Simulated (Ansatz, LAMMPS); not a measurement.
How well does each level of theory give the bulk modulus B0 of wurtzite GaN?

Reference value: 210 GPa (measured, temperature not stated, not corrected to a static lattice, our sources range from 187 to 237; as tabulated in Toher et al. (2017), arXiv:1611.05714).

| level (code) | value (GPa) | cell (Å³/atom) |
|---|---|---|
| ionic model zapol1997 (shell model, LAMMPS) | 228 | 11.63 |
| LDA (Ansatz) | 203 | 11.05 |
| PBE (Ansatz) | 172 | 11.76 |
| rVV10 (Ansatz) | … | 11.93 |
| r²SCAN-D4 (Ansatz) | 201 | 11.26 |

Task: Fill in the missing entries.

Result: 
- rVV10 (Ansatz, an electronic-structure program), value (GPa): 168

Differences against the reference: ionic model zapol1997 +8.6 %, LDA -3.3 %, PBE -18.1 %, rVV10 -20 %, r²SCAN-D4 -4.3 %.

The levels aren't ranked against this reference (sources at odds).

The reference isn't brought to a static lattice, while the calculations are for one, so the differences are not the levels' errors alone. A static lattice is as a rule stiffer than a warm one, by over a tenth in soft solids.  Each level is taken at its own relaxed cell. Cutoffs differ between the levels. Ansatz's density-functional and Hartree–Fock values are scalar-relativistic unless marked +SOC, with PAW data made under PBE.

Empirical potentials (ionic model zapol1997) are fitted to chosen data: where that held the value shown, agreement is built in, and what lay outside the fit can be far off.

Differences are worked out from the printed values.
